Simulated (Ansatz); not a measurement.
# C₄H₇NO: a ladder of functionals and wavefunction methods

An exercise on one series of results from a longer session: the logs are not shown, and one member is left open.

The runs use Ansatz 0.2.0, Gaussian basis; functionals in def2-TZVPP, the program's frozen cores in correlated methods.

The runs, in order: LDA (SPW92), PBE-D4, revPBE-D4, BLYP-D4, r2SCAN-D4, B97M-V, PBE0-D4, B3LYP-D4, r2SCANh-D4, r2SCAN0-D4, HSE06-D4, BHLYP-D4, CAM-B3LYP-D4, LC-ωPBE, ωB97X-V, ωB97M-V, B2PLYP, PBE-QIDH; CCSD(T)/def2-SVP; CCSD(T)/def2-TZVPP; MP2/def2-QZVPP; extrapolation to the limit; RPA on PBE.

### Structure used throughout

All runs share one geometry, relaxed beforehand with PBE0-D4 in a triple-zeta def2 set.

SMILES `C=C=C(N)OC`, 13 atoms, charge 0, spin multiplicity 1.

Atoms are counted from 1 here; the program's logs count them from 0.

Bond lengths: C1–C2 1.303 Å, C1–H7 1.089 Å, C1–H8 1.090 Å, C2–C3 1.316 Å, C3–N4 1.391 Å, C3–O5 1.354 Å, N4–H9 1.008 Å, N4–H10 1.012 Å, O5–C6 1.410 Å, C6–H11 1.089 Å, C6–H12 1.094 Å, C6–H13 1.095 Å. Angles: C2–C1–H7 122.2°, C2–C1–H8 122.1°, H7–C1–H8 115.8°, C1–C2–C3 173.9°, C2–C3–N4 125.3°, C2–C3–O5 124.7°, N4–C3–O5 110.0°, C3–N4–H9 112.6°, C3–N4–H10 112.1°, H9–N4–H10 111.5°, C3–O5–C6 115.6°, O5–C6–H11 106.4°, O5–C6–H12 111.0°, O5–C6–H13 110.9°, H11–C6–H12 109.8°, H11–C6–H13 110.0°, H12–C6–H13 108.7°.

The first run:

in.yaml reads:

```yaml
crystal:
  periodic: [false, false, false]
  atoms:
    - {symbol: C, position_ang: [0.555454, -2.081513, 0.134133]}
    - {symbol: C, position_ang: [0.526919, -0.779211, 0.101194]}
    - {symbol: C, position_ang: [0.556273, 0.526452, -0.059236]}
    - {symbol: N, position_ang: [1.709223, 1.302475, -0.117889]}
    - {symbol: O, position_ang: [-0.537992, 1.309030, -0.216731]}
    - {symbol: C, position_ang: [-1.777413, 0.638739, -0.176802]}
    - {symbol: H, position_ang: [0.443976, -2.640614, 1.062479]}
    - {symbol: H, position_ang: [0.691976, -2.680497, -0.766475]}
    - {symbol: H, position_ang: [2.536664, 0.786359, 0.136612]}
    - {symbol: H, position_ang: [1.622704, 2.153205, 0.422418]}
    - {symbol: H, position_ang: [-2.543689, 1.404998, -0.280255]}
    - {symbol: H, position_ang: [-1.859705, -0.081412, -0.996365]}
    - {symbol: H, position_ang: [-1.903888, 0.107291, 0.771815]}
basis:
  gaussian: {orbitals: def2-TZVPP}
hamiltonian: {xc: lda}
output: {orbitals: {seedname: orbitals}}
```

On the command line:

```console
$ ansatz run in.yaml --threads 4 --pin off --events-out ev --progress --plain --max-ram 10444MiB
```

Steps of the session up to this table: LDA; PBE-D4 (GGA); revPBE-D4 (GGA); BLYP-D4 (GGA); r2SCAN-D4 (meta-GGA); B97M-V (meta-GGA); B3LYP-D4 (hybrid); r2SCANh-D4 (hybrid); r2SCAN0-D4 (hybrid); HSE06-D4 (hybrid); BHLYP-D4 (hybrid); CAM-B3LYP-D4 (range-separated); LC-ωPBE (range-separated); ωB97X-V (range-separated); ωB97M-V (range-separated); B2PLYP (double hybrid); PBE-QIDH (double hybrid).

One of the session's tables, all rows but one given; the rest of the session is left out.

It belongs to the step «Orbital energies across the functionals». 

```
  functional  HOMO (eV)  gap (eV)
 LDA (SPW92)          ?         ?
      PBE-D4      -4.58      3.59
   revPBE-D4      -4.52      3.64
     BLYP-D4      -4.47      3.63
   r2SCAN-D4      -4.76      4.02
      B97M-V      -4.85      4.22
     PBE0-D4      -5.76      5.80
    B3LYP-D4      -5.57      5.38
  r2SCANh-D4      -5.21      4.84
  r2SCAN0-D4      -5.89      6.07
    HSE06-D4      -5.36      5.02
    BHLYP-D4      -6.86      8.03
CAM-B3LYP-D4      -7.09      8.28
     LC-ωPBE      -8.38     10.76
     ωB97X-V      -8.04     10.34
     ωB97M-V      -7.95     10.10
```

**Question.** Estimate the row for LDA (SPW92).

**Answer.** HOMO (eV): -4.73; gap (eV): 3.47. In the column «HOMO (eV)» it lies between r2SCAN-D4 (-4.76) and PBE-D4 (-4.58).
